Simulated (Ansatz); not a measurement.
in.yaml

```yaml
crystal:
  periodic: [false, false, false]
  atoms:
    - {symbol: Si, position_ang: [0.000000, 0.032951, 0.605869]}
    - {symbol: N, position_ang: [0.000000, -0.113788, -1.088955]}
    - {symbol: H, position_ang: [0.000000, 0.663088, -1.749585]}
basis:
  gaussian: {orbitals: cc-pVDZ}
magnetization: {spin_polarized: false, initial_magnetization: 2}
correlation: {method: ccsdtq, electrons: outside_noble_gas}
```

```sh
$ ansatz run in.yaml --threads 2 --pin off --events-out ev --progress --plain --max-ram 23808MiB --backend cuda --devices 0, --max-vram 18GiB
```

Log:

```
687 factors; integrals over basis functions are off by at most 1.8e-7 eV
mean field evaluation 1: about -9353.0472 eV, gradient 2.8e1 eV
mean field evaluation 2: about -9353.0501 eV, gradient 2.8e1 eV
mean field evaluation 4: about -9355.9696 eV, gradient 2.9e0 eV
mean field evaluation 8: about -9356.5035 eV, gradient 2.6e-1 eV
mean field evaluation 16: about -9356.5159 eV, gradient 4.2e-1 eV
mean field evaluation 32: about -9352.7723 eV, gradient 3.3e1 eV
mean field evaluation 64: about -9350.7005 eV, gradient 3.7e0 eV
mean field evaluation 96: about -9356.4515 eV, gradient 1.6e-2 eV
mean field evaluation 128: about -9356.5170 eV, gradient 4.9e-1 eV
mean field evaluation 160: about -9356.3267 eV, gradient 4.1e0 eV
...
cycle  33  -6.85543837 eV  change   -4.5e-6 eV  update   2.6e-6
cycle  34  -6.85544138 eV  change   -3.0e-6 eV  update   2.2e-6
cycle  35  -6.85544289 eV  change   -1.5e-6 eV  update   1.9e-6
cycle  36  -6.85544356 eV  change   -6.6e-7 eV  update   1.6e-6
cycle  37  -6.85544505 eV  change   -1.5e-6 eV  update   1.5e-6
cycle  38  -6.85544753 eV  change   -2.5e-6 eV  update   1.2e-6
cycle  39  -6.85545010 eV  change   -2.6e-6 eV  update   9.8e-7
cycle  40  -6.85545083 eV  change   -7.3e-7 eV  update   5.7e-7
cycle  41  -6.85545169 eV  change   -8.7e-7 eV  update   4.1e-7
cycle  42  -6.85545186 eV  change   -1.6e-7 eV  update   2.7e-7
Total energy: -9363.36061489 eV, -344.0971558836 hartree
```

For the same geometry and basis UCCSDTQ lies 0.2 meV lower.

Ran on 2 threads of AMD EPYC 7R13 with a shared H100 80 GB, shared host: 2.9 min wall, 0.89 GiB peak host memory.
